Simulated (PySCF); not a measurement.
Gas-phase reaction: H2SiNH + SiN + SiF3 = 2 N + 3 SiHF

Energies from PySCF, thermal terms from the rigid-rotor harmonic-oscillator model, ideal gas at 1 bar. † marks an energy on the PBE0/def2-TZVP geometry and frequencies; other levels use their own. 6-31G* has spherical d functions here. Open shells (unrestricted): SiN (multiplicity 2), SiF3 (multiplicity 2), N (multiplicity 4); the rest are closed-shell singlets. B3LYP is the form with VWN-RPA correlation. H2SiNH, SiHF: computed as isolated molecules; such fragments, hydroxides, amides, oligomers or adducts are transient or little studied in the gas.

```tsv
level	ΔH°(298 K), kJ
B3LYP/6-31G*	781
B3LYP/def2-TZVP†	825
BLYP/def2-TZVP†	873
PBE/def2-TZVP†	…
PBE0/def2-QZVP†	…
PBE0/def2-SVP†	…
r2SCAN/def2-TZVP†	877
LDA/def2-TZVP†	1067
ωB97M-V/def2-TZVP†	…
```

Problem. Fill in the missing entries.

Solution. 
- PBE/def2-TZVP†, ΔH°(298 K), kJ: 923
- PBE0/def2-QZVP†, ΔH°(298 K), kJ: 846
- PBE0/def2-SVP†, ΔH°(298 K), kJ: 797
- ωB97M-V/def2-TZVP†, ΔH°(298 K), kJ: 793
